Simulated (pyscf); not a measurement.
Thermochemistry of product channels of H₃Ge–SeH + HF on the singlet surface, in kcal/mol, from ωB97M-D3(BJ)/def2-TZVP energies (ideal gas, 1 atm, RRHO with modes under 100 cm⁻¹ raised to 100, one conformer, R ln 2 for chiral ones without a mode under 150 cm⁻¹). PySCF, gas phase, ωB97X-D3(BJ)/def2-SVP geometries.

```csv
products,ΔE,ΔH(298 K),ΔG(298 K),ΔG(900 K)
H₂Se + F–GeH₃,-1.6,-3.0,-2.8,-1.6
F–GeH₂–SeH + H₂,-10.8,-13.1,-11.9,-10.1
```

These are energies of the channels, which say nothing of barriers. Elements up to Kr have no core potential and no relativistic terms here.
